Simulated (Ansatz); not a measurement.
**How well does each level of theory give the electronic dielectric constant ε∞ of fluorite CeO₂?**

Reference value: 5.31 (measured, temperature not stated, no zero-point or thermal correction; as tabulated in Toward a consistent prediction of defect chemistry in CeO2 (PMC9835833)).

Q: Which of these levels comes closest to the reference?
A) LDA (Ansatz (a quantum-chemistry and plane-wave program))
B) PBEsol (Ansatz)
C) r²SCAN (Ansatz)
D) PBE (Ansatz)

A: C, r²SCAN (Ansatz)

```tsv
level (code)	value	cell (Å³/atom)	difference (%)
LDA (Ansatz)	7.72 ± 0.02	12.82	+45
PBE (Ansatz)	7.86 ± 0.02	13.59	+48
PBEsol (Ansatz)	7.77 ± 0.02	13.11	+46
r²SCAN (Ansatz)	6.94	13.39	+31
```

Of the ranked levels r²SCAN (+31 %) comes nearest. Farthest off among them: PBE (+48 %). Every ranked level misses the reference by more than 20 %. All 4 levels lie above the reference. A very large miss is first of all the level's own, though another phase or state, or a fault of the measured value, is possible (LDA, PBE, PBEsol).

The measured value isn't corrected to a static lattice, so vibrations enter the comparison. The crystal itself was run without spin with LDA, PBE, PBEsol, r²SCAN; a magnetic state was not tried in these runs. A ± on a computed value is a rough bar: the spread of its extrapolation, a floor set from checks against published values, or a statistical error. Each level is taken at its own relaxed cell. Cutoffs differ between the levels. Ansatz's density-functional and Hartree–Fock values are scalar-relativistic unless marked +SOC, with PAW data made under PBE.

Differences are worked out from the printed values.
